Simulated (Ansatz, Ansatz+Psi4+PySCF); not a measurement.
```xyz
3

Si    0.0000    0.0000    0.1082
H     0.0000    1.0608   -0.9074
H     0.0000   -1.0608   -0.9074
```

Basis set: cc-pVTZ on H; cc-pV(T+d)Z on Si (spherical functions). Left uncorrelated: 5 orbitals. Charge 0, multiplicity 1.

Computed with Ansatz (development build ahead of 0.2.0); each method stands on the lowest determinant of its kind that the runs found. Restricted open shells among the atoms or ions are ROHF, correlated in semicanonical orbitals with singles.

Give the atomization energy at this shape (free ground-state atoms in the same class of orbitals less the molecule, no zero-point energy) of singlet SiH₂ by RHF-CCSD(T), RHF-MP2, RHF.

| method | atomization energy |
| --- | --- |
| RHF-CCSD(T) | 624.3 kJ/mol |
| RHF-MP2 | 597.8 kJ/mol |
| RHF | 469.9 kJ/mol |
